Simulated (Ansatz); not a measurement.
Relaxing Ta2Au

Computed with Ansatz 0.2.0, DFT PBE, scalar-relativistic, plane waves, PAW.

The start is a database structure of Ta2Au, space group P4_2/mnm (No. 136).

The final relaxation ran on this input, with the default PAW datasets:

```yaml
crystal:
  lattice:
    - [10.06775076, 0.0, 0.0]
    - [0.0, 10.06775076, 0.0]
    - [0.0, 0.0, 5.20052728]
  atoms:
    - { symbol: Ta, position: [0.10448156, 0.89551844, 0.5] }
    - { symbol: Ta, position: [0.89551844, 0.10448156, 0.5] }
    - { symbol: Ta, position: [0.39551844, 0.39551844, 0.0] }
    - { symbol: Ta, position: [0.60448156, 0.60448156, 0.0] }
    - { symbol: Ta, position: [0.37131792, 0.96455394, 0.5] }
    - { symbol: Ta, position: [0.62868208, 0.03544606, 0.5] }
    - { symbol: Ta, position: [0.12868208, 0.46455394, 0.0] }
    - { symbol: Ta, position: [0.87131792, 0.53544606, 0.0] }
    - { symbol: Ta, position: [0.96455394, 0.37131792, 0.5] }
    - { symbol: Ta, position: [0.03544606, 0.62868208, 0.5] }
    - { symbol: Ta, position: [0.46455394, 0.12868208, 0.0] }
    - { symbol: Ta, position: [0.53544606, 0.87131792, 0.0] }
    - { symbol: Ta, position: [0.31695364, 0.68304636, 0.2497929] }
    - { symbol: Ta, position: [0.68304636, 0.31695364, 0.2497929] }
    - { symbol: Ta, position: [0.18304636, 0.18304636, 0.7497929] }
    - { symbol: Ta, position: [0.81695364, 0.81695364, 0.7497929] }
    - { symbol: Ta, position: [0.68304636, 0.31695364, 0.7502071] }
    - { symbol: Ta, position: [0.31695364, 0.68304636, 0.7502071] }
    - { symbol: Ta, position: [0.81695364, 0.81695364, 0.2502071] }
    - { symbol: Ta, position: [0.18304636, 0.18304636, 0.2502071] }
    - { symbol: Au, position: [0.5, 0.5, 0.5] }
    - { symbol: Au, position: [0.0, 0.0, 0.0] }
    - { symbol: Au, position: [0.43638687, 0.23282877, 0.5] }
    - { symbol: Au, position: [0.56361313, 0.76717123, 0.5] }
    - { symbol: Au, position: [0.06361313, 0.73282877, 0.0] }
    - { symbol: Au, position: [0.93638687, 0.26717123, 0.0] }
    - { symbol: Au, position: [0.23282877, 0.43638687, 0.5] }
    - { symbol: Au, position: [0.76717123, 0.56361313, 0.5] }
    - { symbol: Au, position: [0.73282877, 0.06361313, 0.0] }
    - { symbol: Au, position: [0.26717123, 0.93638687, 0.0] }
basis:
  ecutwfc: 420
kpoints:
  mp_grid: { grid: [4, 4, 8] }
hamiltonian:
  xc: pbe
scf:
  occupations: { method: gaussian, width: 0.1 }
output:
  forces: true
  stress: true
  eigenvalues: true
relax:
  adjacent_minimum: "off"
  f_tol: 0.01
  max_steps: 80
  cell: { stress_tol: 0.05 }
```

Launched as:

```bash
ansatz run input.yaml --threads 4 --pin off --max-ram 10240MiB --backend cpu --events-out ev --progress --plain --runs-dir out
```

It took 11 min on 4 threads of Arm Neoverse V1, on a shared host, peak memory 4.5 GiB.

The program printed at the end:

```
SCF converged after 9 iterations
Free energy (F): -330140.275162 eV
Harris-Foulkes:  -330140.275162 eV  (|F-HF|=1.16e-10)
Internal energy: -330140.139969 eV  (E = F + TS)
E sigma→0 (E₀):  -330140.207566 eV
Entropy (-TS):   -0.135193 eV (-4.506 meV/atom)
Fermi energy:    19.690775 eV
--- Per-component energies (eV) ---
  E_band       = -4425.827529
  E_kinetic    = 13333.428522
  E_local      = -31152.096455  (includes V_loc(G=0)·N_el)
  E_nonlocal   = 980.300813
  E_hartree    = 12543.661279
  E_xc         = -6658.321533
  E_vxc        = -6846.380663  (∫ρ·V_xc dr)
  E_paw        = -264967.086322  (= ΣΔE_a)
  E_vpaw       = -5828.419281  (= ΣTr[D̂ρ^β])
  E_aug_tail   = 0.016977  (compensation charges beyond the density's cutoff)
  E_ewald      = -54220.043250
  E_smearing   = -0.135193  (= −TS)
  E_closure    =  0.000000  (closes the sum)
  Σ components = -330140.275162   (vs F -330140.275162, Δ=0.00e0)
--- Forces (eV/Å), atoms counted from 1 ---
  atom   1  Ta    -0.00110551     0.00110551     0.00000000
  atom   2  Ta     0.00110551    -0.00110551     0.00000000
  atom   3  Ta     0.00110551     0.00110551     0.00000000
  atom   4  Ta    -0.00110551    -0.00110551     0.00000000
  atom   5  Ta    -0.00138392    -0.00067573     0.00000000
  atom   6  Ta     0.00138392     0.00067573     0.00000000
  atom   7  Ta     0.00138392    -0.00067573     0.00000000
  atom   8  Ta    -0.00138392     0.00067573     0.00000000
  atom   9  Ta    -0.00067573    -0.00138392     0.00000000
  atom  10  Ta     0.00067573     0.00138392     0.00000000
  atom  11  Ta    -0.00067573     0.00138392     0.00000000
  atom  12  Ta     0.00067573    -0.00138392     0.00000000
  atom  13  Ta     0.00101874    -0.00101874     0.00526966
  atom  14  Ta    -0.00101874     0.00101874     0.00526966
  atom  15  Ta    -0.00101874    -0.00101874     0.00526966
  atom  16  Ta     0.00101874     0.00101874     0.00526966
  atom  17  Ta    -0.00101874     0.00101874    -0.00526966
  atom  18  Ta     0.00101874    -0.00101874    -0.00526966
  atom  19  Ta     0.00101874     0.00101874    -0.00526966
  atom  20  Ta    -0.00101874    -0.00101874    -0.00526966
  atom  21  Au     0.00000000     0.00000000     0.00000000
  atom  22  Au     0.00000000     0.00000000     0.00000000
  atom  23  Au     0.00161979     0.00338232     0.00000000
  atom  24  Au    -0.00161979    -0.00338232     0.00000000
  atom  25  Au    -0.00161979     0.00338232     0.00000000
  atom  26  Au     0.00161979    -0.00338232     0.00000000
  atom  27  Au     0.00338232     0.00161979     0.00000000
  atom  28  Au    -0.00338232    -0.00161979     0.00000000
  atom  29  Au     0.00338232    -0.00161979     0.00000000
  atom  30  Au    -0.00338232     0.00161979     0.00000000
  max |Σ_I F_I| component: 1.56e-17 eV/Å
--- Stress (GPa, compression-positive) ---
        0.007780       0.000000       0.000000
        0.000000       0.007780       0.000000
        0.000000       0.000000      -0.004049
  P = ⅓ Tr σ = 0.0038 GPa (0.038 kbar)
--- Relaxed structure (4 steps of the walk, 3 accepted, 1 SCFs on fresh bases) ---
  F+E_penalty+E_count = -330140.27516226 eV   max|allowed force component| = 5.270e-3 eV/Å   (the final SCF, on the basis selected at the relaxed cell)
  cell:  # Å, volume = 535.3547 Å³
    - [10.111323, 0.000000, 0.0]
    - [0.000000, 10.111323, 0.0]
    - [0.0, 0.0, 5.236314]
  atoms:
    - { symbol: Ta, position: [0.103837, 0.896163, 0.500000] }
    - { symbol: Ta, position: [0.896163, 0.103837, 0.500000] }
    - { symbol: Ta, position: [0.396163, 0.396163, 0.000000] }
    - { symbol: Ta, position: [0.603837, 0.603837, 0.000000] }
    - { symbol: Ta, position: [0.370872, 0.964377, 0.500000] }
    - { symbol: Ta, position: [0.629128, 0.035623, 0.500000] }
    - { symbol: Ta, position: [0.129128, 0.464377, 0.000000] }
    - { symbol: Ta, position: [0.870872, 0.535623, 0.000000] }
    - { symbol: Ta, position: [0.964377, 0.370872, 0.500000] }
    - { symbol: Ta, position: [0.035623, 0.629128, 0.500000] }
    - { symbol: Ta, position: [0.464377, 0.129128, 0.000000] }
    - { symbol: Ta, position: [0.535623, 0.870872, 0.000000] }
    - { symbol: Ta, position: [0.317301, 0.682699, 0.249942] }
    - { symbol: Ta, position: [0.682699, 0.317301, 0.249942] }
    - { symbol: Ta, position: [0.182699, 0.182699, 0.749942] }
    - { symbol: Ta, position: [0.817301, 0.817301, 0.749942] }
    - { symbol: Ta, position: [0.682699, 0.317301, 0.750058] }
    - { symbol: Ta, position: [0.317301, 0.682699, 0.750058] }
    - { symbol: Ta, position: [0.817301, 0.817301, 0.250058] }
    - { symbol: Ta, position: [0.182699, 0.182699, 0.250058] }
    - { symbol: Au, position: [0.500000, 0.500000, 0.500000] }
    - { symbol: Au, position: [0.000000, 0.000000, 0.000000] }
    - { symbol: Au, position: [0.435805, 0.232472, 0.500000] }
    - { symbol: Au, position: [0.564195, 0.767528, 0.500000] }
    - { symbol: Au, position: [0.064195, 0.732472, 0.000000] }
    - { symbol: Au, position: [0.935805, 0.267528, 0.000000] }
    - { symbol: Au, position: [0.232472, 0.435805, 0.500000] }
    - { symbol: Au, position: [0.767528, 0.564195, 0.500000] }
    - { symbol: Au, position: [0.732472, 0.064195, 0.000000] }
    - { symbol: Au, position: [0.267528, 0.935805, 0.000000] }
```

Total energies depend on the potentials used, so only differences within one code and one set of settings carry meaning.

The result has space group P4_2/mnm (No. 136). Around Ta on Wyckoff site f (4 atoms of the primitive cell) lie 2 Ta at 2.79 Å, 1 Ta at 2.97 Å, 6 Au at 3.01–3.12 Å and 6 Ta at 3.28–3.32 Å; Ta on Wyckoff site i (8 atoms of the primitive cell) has 2 Ta at 2.71–2.79 Å, 4 Au at 2.79–2.83 Å and 8 Ta at 3.18–3.24 Å; around Ta on Wyckoff site j (8 atoms of the primitive cell) lie 2 Ta at 2.62 Å, 5 Au at 2.92–2.95 Å and 7 Ta at 3.18–3.32 Å; around Au on Wyckoff site a (2 atoms of the primitive cell) lie 4 Au at 2.78 Å and 8 Ta at 2.92–3.01 Å.

Against the elements it lies at -0.06 eV/atom. The zero of energy is the elements' standard structures at the same level; no fitted shifts are applied.

The k mesh leaves about 4 meV/atom of noise in metals. Spin–orbit coupling is left out.

A structure relaxed within its symmetry needn't be a true minimum.